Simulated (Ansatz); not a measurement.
**ZnS⁺, doublet: the ladder up to UCCSDT(Q)**

Geometry: that of the ZnS, singlet, kept fixed.

```yaml
atoms:
  - { symbol: Zn, position_ang: [0.0000, 0.0000, 0.0000] }
  - { symbol: S, position_ang: [0.0000, 0.0000, 2.0560] }
```

Basis def2-TZVPP; Ansatz 0.2.0. Correlated methods freeze the noble-gas cores, which leaves 17 electrons in 92 orbitals. R marks a restricted (for open shells ROHF) determinant, U an unrestricted one. Active spaces: valence = (17e, 10o) chosen from the atoms' valence shells. No spin–orbit coupling is included, and no scalar relativity. The metal's outer-core shells are frozen, which leaves out core–valence correlation.

Full CI isn't at hand for all of this; UCCSDT(Q) serves as the reference, and is uncertain by about the last step of the cluster series. The frozen core follows each run's orbitals, which can shift R against U totals by a few meV for light atoms and by up to 0.1 eV past Ca.

The UHF ⟨S²⟩ is 0.766, the T1 diagnostic (RCCSD) is 0.0228 and the largest doubles amplitude (RCCSD) is 0.069. The T1 diagnostic (UCCSD) is 0.0202.

| level | E − E(RHF) (eV) |
| --- | --- |
| UHF | -0.1451 |
| UMP2 | -16.6918 |
| UCCSD | -16.0351 |
| UCCSD(T) | -16.5847 |

(1) Estimate how far UCCSDT(Q) in def2-TZVPP lies from UCCSD(T). The table doesn't fix it; the size of (T) and the diagnostics are the guide.

(1) UCCSDT(Q) in def2-TZVPP lies 0.44 kcal/mol below UCCSD(T), which is 3 % of the (T) step (-12.67 kcal/mol). The diagnostics are small and one determinant leads, so the series closes fast and only a small part of (T) is left.

The other levels:

```
 level  E − E(UCCSDT(Q)) (kcal/mol)  share of correlation (%)  wall time
UCCSDT                         0.34                     99.91          –
```

The correlation energy at UCCSDT(Q), counted from RHF, is -16.604 eV. That run took 3.9 min on 2 threads of AMD EPYC 7R13 with a shared H100 80 GB, shared host.

Run but not shown, since their state or frozen core can't be matched to the reference's or they repeat it: RHF, RMP2, RCCSD, RCCSD(T), RCCSDT, RCCSDT(Q), CASSCF (valence space), NEVPT2 (valence space).

Times hold each run's SCF and search for its determinant on a shared host, so for small cases they say little of a method's own cost.

Natural occupations of CASSCF (valence space) about the gap: 2.000 2.000 1.995 1.977 1.000 0.028; effectively unpaired electrons, Σ n²(2−n)², 1.01.
